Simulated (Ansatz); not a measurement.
We consider zinc-blende HgTe, described by rVV10 (Ansatz, a quantum-chemistry and plane-wave program, plane waves, PAW).

Settings: plane-wave cutoff 520 eV, 10×10×10 k mesh, Fermi–Dirac smearing 0.01 eV, scalar-relativistic PAW data made under PBE.

Cell (relaxed at this level):

```cif
data_Hg4Te4
_chemical_formula_sum 'Hg4 Te4'
_space_group_name_H-M_alt 'F-43m'
_space_group_IT_number 216
_space_group_name_Hall 'F -4 2 3'
_cell_length_a 6.66505
_cell_length_b 6.66505
_cell_length_c 6.66505
_cell_angle_alpha 90.000
_cell_angle_beta 90.000
_cell_angle_gamma 90.000
loop_
_atom_site_label
_atom_site_type_symbol
_atom_site_symmetry_multiplicity
_atom_site_Wyckoff_symbol
_atom_site_fract_x
_atom_site_fract_y
_atom_site_fract_z
_atom_site_occupancy
Hg1 Hg 4 a 0.00000 0.00000 0.00000 1
Te1 Te 4 d 0.75000 0.75000 0.75000 1
```
(The calculation used a cell of 2 atoms; values per cell refer to that cell.)

Task: Estimate the bulk modulus and pressure derivative B′ of the bulk modulus that the calculation returns.

Result: 
bulk modulus: 36.2 GPa
pressure derivative B′ of the bulk modulus: 5.2

The run finds no gap.

Measured, for comparison: bulk modulus 42.3 GPa (temperature not stated, no zero-point or thermal correction; as tabulated in Toher et al. (2017), arXiv:1611.05714). Computed (rounded) less measured: bulk modulus -14 %.

Spin–orbit coupling is not included; it can open a gap where bands touch, and shift volumes and moduli.

Computed values are for the static lattice.

The result took around 120 core-seconds (rough).
